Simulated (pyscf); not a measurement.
HO–Nb(OH)(SH)(Cl)–Cl (SMILES [OH][Nb]([OH])([SH])([Cl])[Cl]) -> O=Nb(OH)(Cl)–Cl (SMILES [O]=[Nb]([OH])([Cl])[Cl]) + H₂S (SMILES S) (elimination; singlet surface; H–O, Nb–S broken, H–S formed). Structures and frequencies: ωB97X-D3(BJ)/def2-SVP in PySCF. Energies in kcal/mol from the reactant's lowest minimum found.

```csv
level,barrier,reaction energy
ωB97X-D3(BJ)/def2-TZVP,21.7,+6.5
PBE/def2-TZVP,15.7,+1.1
r²SCAN/def2-TZVP,18.3,+4.7
B3LYP-D3(BJ)/def2-TZVP,(withheld),(withheld)
M06-2X/def2-TZVP,21.8,+4.0
ωB97M-D3(BJ)/def2-TZVP,(withheld),+0.7
```

Problem. Complete the blanks.

Solution. 
- B3LYP-D3(BJ)/def2-TZVP, barrier: 20.2
- B3LYP-D3(BJ)/def2-TZVP, reaction energy: +3.6
- ωB97M-D3(BJ)/def2-TZVP, barrier: 20.6

The functionals in the table span 6.1 kcal/mol in this barrier, from PBE to M06-2X. On the product side the descent ends in an adduct with a Nb–S contact, 8.2 kcal/mol under the separated species and 23.4 kcal/mol under the saddle at ωB97X-D3(BJ)/def2-TZVP. What is counted as broken (Nb–S) persists as a longer contact in the product adduct; parting that adduct is a step of its own. One saddle was located; it need not be the lowest between these sides. Elements past Kr carry the def2 core potentials, without spin-orbit coupling.
